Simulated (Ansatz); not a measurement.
```yaml
crystal:
  periodic: [false, false, false]
  atoms:
    - {symbol: C, position_ang: [-1.577732, 0.020674, -0.427756]}
    - {symbol: As, position_ang: [0.321727, -0.017742, 0.102534]}
    - {symbol: H, position_ang: [-1.996850, 1.019736, -0.315030]}
    - {symbol: H, position_ang: [-2.149021, -0.661981, 0.198382]}
    - {symbol: H, position_ang: [-1.701768, -0.283239, -1.466382]}
    - {symbol: H, position_ang: [0.733625, 0.997892, -0.941283]}
basis:
  gaussian: {orbitals: def2-TZVP}
magnetization: {spin_polarized: true, initial_magnetization: 1}
hamiltonian: {xc: pbe0}
relax: {f_tol: 0.004, max_steps: 80}
```

```sh
$ ansatz run in.yaml --threads 1 --pin off --events-out ev --progress --plain --max-ram 2176MiB
```

Steps of the relaxation (energy above the last step; positions in Å, forces in eV/Å):

```
6
step 1, 4.9 meV
C    -1.578    0.021   -0.428   -0.045   -0.050    0.045
As    0.322   -0.018    0.103   -0.215   -0.174    0.141
H    -1.997    1.020   -0.315    0.046    0.107    0.017
H    -2.149   -0.662    0.198    0.036   -0.061    0.078
H    -1.702   -0.283   -1.466    0.074   -0.015   -0.090
H     0.734    0.998   -0.941    0.104    0.194   -0.192
```

```
6
step 2, 0.2 meV
C    -1.586    0.018   -0.427   -0.008    0.012   -0.015
As    0.309   -0.019    0.101   -0.012   -0.051    0.055
H    -1.991    1.025   -0.312   -0.002    0.006   -0.003
H    -2.150   -0.668    0.204    0.023   -0.003    0.010
H    -1.694   -0.285   -1.469   -0.001    0.002   -0.007
H     0.742    1.004   -0.946    0.000    0.035   -0.039
```

```
6
step 3, 0.1 meV
C    -1.585    0.019   -0.428   -0.012   -0.014    0.013
As    0.308   -0.023    0.104    0.006    0.020   -0.021
H    -1.990    1.026   -0.313    0.003   -0.005    0.000
H    -2.145   -0.668    0.206   -0.012    0.005   -0.008
H    -1.694   -0.284   -1.471    0.001    0.001    0.006
H     0.736    1.004   -0.947    0.013   -0.006    0.011
```

```
6
step 4, 0.0 meV
C    -1.586    0.019   -0.428   -0.003    0.000   -0.001
As    0.308   -0.021    0.103    0.002    0.000    0.001
H    -1.991    1.025   -0.313    0.000   -0.001    0.000
H    -2.147   -0.668    0.205    0.001    0.001   -0.001
H    -1.694   -0.284   -1.470    0.000    0.001    0.001
H     0.740    1.004   -0.947    0.000    0.000    0.000
```

Close pairs at the end: C1–H4 1.090 Å, C1–H3 1.091 Å, C1–H5 1.091 Å, As2–H6 1.530 Å, C1–As2 1.967 Å.

A stationary point of unrestricted PBE0 after 4 steps, with ⟨S²⟩ = 0.755 against 0.75 for a pure state; no frequencies were run, so it isn't proven a minimum. 23 s on 1 thread of Arm Neoverse V2, shared host.
